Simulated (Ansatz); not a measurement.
hcp Cd was calculated with PBE (Ansatz, a first-principles code, plane waves, PAW).

Numerical settings: plane-wave cutoff 520 eV, 24×24×10 k mesh (along the axes of the cell as run), Fermi–Dirac smearing 0.05 eV, scalar-relativistic PAW data made under PBE.

Properties against volume:

Shape and atoms are relaxed at each volume.

```
V (Å³/atom)  P (GPa)  c (Å)  a (Å)
-----------  -------  -----  -----
21.978          1.81  5.653  2.997
22.436          0.83  5.726  3.008
22.894          0.00  5.800  3.019
23.352         -0.71  5.879  3.029
23.810         -1.31  5.960  3.037
```

Note: the bulk modulus comes from volumes at which shape and atoms were relaxed.
